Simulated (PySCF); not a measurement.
Gas-phase XPS of `C/C=C\CF`, computed

C4H7F.
Atom-mapped SMILES: `[CH3:1]/[CH:2]=[CH:3]\[CH2:4][F:5]`

Computed with PySCF, delta-SCF UKS SCAN, pcX-2 on the ionised atom, pcseg-1 elsewhere, spin-free X2C. Binding energies are ΔSCF values: E(core-ionised, relaxed orbitals) − E(ground state) at a fixed geometry, referred to the vacuum level.

Question: Give the core binding energies atom by atom.

Answer: 
| atom(s) | environment | level | binding energy (eV) | above the level's lowest (eV) | count |
| --- | --- | --- | --- | --- | --- |
| F5 | alkyl fluorine | F 1s | 692.15 | 0.00 | 1 |
| C4 | sp3 C–F carbon | C 1s | 293.07 | +2.63 | 1 |
| C1 | allylic carbon | C 1s | 291.07 | +0.63 | 1 |
| C2 | alkene CH carbon | C 1s | 290.69 | +0.25 | 1 |
| C3 | alkene CH carbon | C 1s | 290.44 | 0.00 | 1 |

Lowest listed C 1s: C3, bonded to C (double bond), C and H. Highest, 2.63 eV above it: C4, bonded to F, C and 2 H.

Question: Which effective nuclear charge Zeff reproduces each element's mean 1s value in the hydrogen-like formula E = 13.606 eV × Zeff²?

Answer: C (Z = 6): mean 291.3 eV, Zeff = 4.63, Z − Zeff = 1.37; F (Z = 9): mean 692.2 eV, Zeff = 7.13, Z − Zeff = 1.87. Means run over the listed sites, weighted by atom count.

Isolated species at its PBE0-D3(BJ)/def2-SVP geometry (one conformer only).

The values belong to the conformer `[CH3:1]/[CH:2]=[CH:3]\[CH2:4][F:5]`: C2–C3–C4–F5 -135°.
